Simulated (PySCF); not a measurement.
## Frontier levels across methods

Compound: C3H4F2.
Z-matrix (Å and degrees, PBE0-D3(BJ)/def2-SVP geometry), rows numbered from 1:
```
F 
C   1  1.3287
C   2  1.3279  1  122.31
C   3  1.4899  2  122.71  1  -179.92
F   4  1.3704  3  111.49  2     0.21
H   2  1.0929  1  113.37  3   179.93
H   3  1.0944  2  119.52  1    -0.15
H   4  1.1059  3  110.43  2   120.95
H   4  1.1058  3  110.55  2  -120.59
```

Basis pcSseg-2 throughout (PySCF), one geometry. One conformer (not necessarily the lowest) at the PBE0-D3(BJ)/def2-SVP geometry, without solvent, vibrations or thermal averaging.

**Question.** How do the orbital energies, the gap and the dipole change with the method?

**Answer.** 
```csv
method,kind,HOMO (eV),LUMO (eV),gap (eV),μ (D),SCF cycles
BLYP,GGA,-6.14,-0.73,5.41,1.62,15
OPBE,GGA,-6.20,-0.68,5.52,1.53,16
B97-D,GGA,-6.22,-0.73,5.49,1.60,15
PBE,GGA,-6.25,-0.82,5.43,1.59,13
KT2,GGA,-6.28,-0.78,5.50,1.60,16
KT3,GGA,-6.30,-0.78,5.53,1.57,16
BP86,GGA,-6.34,-0.89,5.45,1.60,16
LDA,LDA,-6.43,-1.05,5.38,1.70,15
B97-2,global hybrid,-7.24,0.14,7.38,1.69,14
B3LYP,global hybrid,-7.30,-0.08,7.22,1.72,14
PBE0,global hybrid,-7.50,0.19,7.69,1.70,14
mPW1PW91,global hybrid,-7.53,0.18,7.70,1.71,14
BHandHLYP,global hybrid,-8.62,1.13,9.75,1.83,13
CAM-B3LYP,range-separated hybrid,-8.89,1.29,10.18,1.78,13
wB97X-D,range-separated hybrid,-9.36,2.03,11.39,1.72,13
HF,Hartree–Fock,-10.23,2.64,12.87,1.89,11
LC-wPBE,range-separated hybrid,-10.24,2.40,12.65,1.76,13
```

The HOMO spans 4.10 eV, from BLYP down to LC-wPBE, and the gap runs from 5.38 eV (LDA) to 12.87 eV (HF). Over the methods BLYP (0 %), OPBE (0 %), B97-D (0 %), PBE (0 %), KT2 (0 %), KT3 (0 %), BP86 (0 %), LDA (0 %), B97-2 (21 %), B3LYP (20 %), PBE0 (25 %), mPW1PW91 (25 %), BHandHLYP (50 %), HF (100 %), a straight line through the gap against the share of exact exchange rises by 0.77 eV for each 10 % (correlation coefficient 0.996). The dipole ranges from 1.53 D (OPBE) to 1.89 D (HF). This basis has no diffuse functions.
